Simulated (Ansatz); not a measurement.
# SiH4⁺, doublet: the ladder up to full CI

All five atoms lie in one plane.

Geometry: displaced at random from a stationary point.

```yaml
atoms:
  - { symbol: Si, position_ang: [0.0034, -0.0001, 0.0052] }
  - { symbol: H, position_ang: [-0.0086, 1.0746, 1.0778] }
  - { symbol: H, position_ang: [0.0337, -1.0408, 1.0421] }
  - { symbol: H, position_ang: [-0.0354, 1.0641, -1.1095] }
  - { symbol: H, position_ang: [-0.0835, -1.0944, -1.1541] }
```

Basis 6-31G; Ansatz 0.2.0. Only valence electrons are correlated (noble-gas cores frozen), which leaves 7 electrons in 16 orbitals. R marks a restricted (for open shells ROHF) determinant, U an unrestricted one. Active spaces: valence = (7e, 8o) chosen from the atoms' valence shells.

Full CI is exact within this basis and frozen core; it isn't the basis-set limit. The frozen core follows each run's orbitals, which can shift R against U totals by a few meV.

For open shells CISD and CISDTQ are restricted-active-space CI with the open shells as a complete middle space.

The UHF ⟨S²⟩ is 0.814. The T1 diagnostic (RCCSD) is 0.0299. The largest doubles amplitude (RCCSD) is 0.077 and the T1 diagnostic (UCCSD) is 0.0187.

```json
{"level": "UHF", "E − E(RHF) (eV)": "-0.3883"}
{"level": "RMP2", "E − E(RHF) (eV)": "-1.7116"}
{"level": "UMP2", "E − E(RHF) (eV)": "-1.7396"}
{"level": "RCCSD", "E − E(RHF) (eV)": "-2.4323"}
{"level": "UCCSD", "E − E(RHF) (eV)": "-2.4315"}
{"level": "RCCSD(T)", "E − E(RHF) (eV)": "-2.4632"}
{"level": "UCCSD(T)", "E − E(RHF) (eV)": "-2.4602"}
```

**Question.** Estimate how far full CI in 6-31G lies from RCCSD(T). The table doesn't fix it; the size of (T) and the diagnostics are the guide.

**Answer.** Full CI in 6-31G lies 1.3 kJ/mol below RCCSD(T), which is 44 % of the (T) step (-3.0 kJ/mol). The diagnostics give no warning, yet the rest is a sizeable part of (T).

The other levels:

```tsv
level	E − E(full CI) (kJ/mol)	share of correlation (%)	wall time
CISD	12.5	94.76	0.36 s
BCCD(T)	1.5	99.39	0.48 s
RCCSDT	0.1	99.98	–
UCCSDT	0.1	99.97	–
CISDTQ	0.2	99.93	1.7 s
RCCSDT(Q)	0.0	100.00	1.2 s
UCCSDT(Q)	0.0	100.00	1.1 s
RCCSDTQ	0.0	100.00	13 s
UCCSDTQ	0.0	100.00	14 s
CASSCF (valence space)	38.4	83.92	–
NEVPT2 (valence space)	11.3	95.26	2.7 s
MRCISD (valence space)	2.0	99.14	–
MRCISD+Q (valence space)	1.7	99.27	4 s
```

The correlation energy at full CI, counted from RHF, is -2.477 eV. That run took 5.5 s on 1 thread of Intel Xeon Platinum 8259CL, shared host over 1,019,200 determinants.

Times hold each run's SCF and search for its determinant on a shared host, so for small cases they say little of a method's own cost; they ran on 1 thread of Intel Xeon Platinum 8259CL.

The full-CI state has the irrep A of C1, in the program's axes.

Natural occupations of full CI about the gap: 1.969 1.957 1.953 1.003 0.043 0.030 0.024 0.009 0.003 0.003; effectively unpaired electrons, Σ n²(2−n)², 1.03.
